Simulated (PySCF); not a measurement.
# AlPH6, a complex of two parts: interaction energy

Wanted: the interaction energy for `[AlH3]` with `P`.

Computed with PySCF 2.14.0; each step states its level. No surroundings beyond the atoms listed, unless a continuum is named. Atoms count from 0, parts from 1.

### Step 1. The system as given

8 atoms, charge 0, multiplicity 1; geometry: GFN2-xTB. Parts: 1 = atoms 0–3, `[AlH3]`, charge 0; 2 = atoms 4–7, `P`, charge 0.

### Step 2. Optimising the geometry at PBE0-D3(BJ)/def2-SVPD

Job settings and geometry (Å):

```
{"job": {"xc": "PBE0", "basis": "def2-SVPD", "d3": "d3bj", "grid": 2, "kind": "geom"}, "charge": 0, "multiplicity": 1, "parts": [{"atoms": "0-3", "charge": 0, "multiplicity": 1}, {"atoms": "4-7", "charge": 0, "multiplicity": 1}]}
Al    -0.199934    -0.208861     0.048280
H     -1.053880     0.373853    -1.124572
H      0.321363     0.792827     1.153069
H      0.532472    -1.580639    -0.110056
P     -2.030952    -0.851021     1.621074
H     -3.160776    -1.598937     1.913343
H     -2.587655     0.355072     2.006410
H     -1.425453    -1.077782     2.843678
```

Run with:

```sh
> OMP_NUM_THREADS=1 python cluster_run.py task.json out
```

The driver reads the jobs from task.json and runs them one after another.

**Question.** The jobs that follow are: CCSD(T)/aug-cc-pVDZ and MP2/aug-cc-pVTZ counterpoise interaction energy, frozen core, gas phase. Predict: point group; rotational constants (main isotopes); interaction energy, CCSD(T) limit estimate; MP2/aug-cc-pVTZ; T1 diagnostic.

The runs gave:

```
                                  quantity                  value
                               point group                    C3v
      rotational constants (main isotopes)  41.09, 4.37, 4.37 GHz
interaction energy, CCSD(T) limit estimate        -17.53 kcal/mol
                           MP2/aug-cc-pVTZ        -17.68 kcal/mol
                             T1 diagnostic                 0.0121
```

Over 8 steps the energy fell by 0.232 eV; of the close pairs, Al0–H3 changed most, 1.563 to 1.602 Å. No frequency check was run at this level, so the end point may be a saddle. The interaction energy leaves out the deformation of the parts, 3.22 kcal/mol (MP2); added to the CCSD(T) estimate it gives a binding of about -14.31 kcal/mol. The estimate adds CCSD(T) less MP2 in the small basis (+0.66 kcal/mol) to extrapolated MP2. Hartree-Fock gives -13.55 against -17.53 kcal/mol.
